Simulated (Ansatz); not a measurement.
# Interaction energy ladder

The pair of OH⁻ (SMILES [OH-], atoms 1–2) and PH3 (SMILES P, atoms 3–6), both closed shells, in one local arrangement (a lower one may exist), relaxed at PBE0-D4/def2-TZVPD:

O1  (0.377, 0.025, -1.492)
H2  (-0.417, 0.162, -2.013)
P3  (-0.379, 0.034, 0.389)
H4  (0.346, -1.175, 0.544)
H5  (-0.578, -0.017, 1.917)
H6  (0.652, 0.971, 0.655)
(Å)

Program: Ansatz 0.2.0. Basis: def2-TZVPPD, with def2-QZVPPD for the basis limit. Cores are frozen in the correlated methods. B3LYP uses VWN-RPA correlation. Extrapolation: Hartree–Fock as exp(−7.88 √X), correlation as X^−2.97. Interaction energies count from these two fragments, frozen as in the pair, with the counterpoise correction; negative means bound.

Q: What is the interaction energy by CCSD(T) at an estimated basis limit (MP2 extrapolated from triple and quadruple zeta, plus CCSD(T) − MP2 in triple zeta)? (To be estimated.)

A: Computed: -92.4 kJ/mol. Hartree–Fock alone gives -74.2 kJ/mol at the basis limit. It counts from the two fragments frozen as in the pair.

The same quantity by other methods in triple zeta, and each one's difference from that estimate:
```tsv
method	E_int (kJ/mol)	difference
PBE-D4	-101.5	-9.1
revPBE-D4	-100.8	-8.4
BLYP-D4	-86.5	5.9
r2SCAN-D4	-104.0	-11.6
B97M-V	-98.4	-6.0
PBE0-D4	-106.0	-13.6
B3LYP-D4	-92.6	-0.2
HSE06-D4	-106.4	-13.9
wB97X-V	-93.5	-1.1
wB97M-V	-95.2	-2.8
B2PLYP	-82.2	10.2
HF	-71.2	21.2
MP2	-81.9	10.6
CCSD	-77.9	14.5
CCSD(T)	-80.2	12.3
```
Differences are method less estimate.

Q: Which atoms make the shortest contact between the fragments?

A: O1 and P3, 2.03 Å apart.

Energy to bend the free fragments (PBE0-D4 minima) into their shapes in the pair, CCSD(T)/def2-TZVPPD: OH⁻ 0.1 kJ/mol; PH3 22.2 kJ/mol. This must be added to the interaction energy to get the binding energy from relaxed fragments.

Basis-set superposition shift (counterpoise-corrected less uncorrected): CCSD(T) 6.5; MP2 6.6; HF 0.3; PBE0-D4 0.7; wB97M-V 0.6 kJ/mol.

The T1 diagnostic stays at or below 0.026.

For scale, one of the runs: CCSD(T)/def2-TZVPPD, 156 basis functions, launched by `ansatz run in.yaml --threads 2 --pin off --events-out ev --progress --plain --max-ram 5222MiB`. The run took 11 s on 2 CPU threads (shared host), with 1.1 GiB of host memory at its peak.
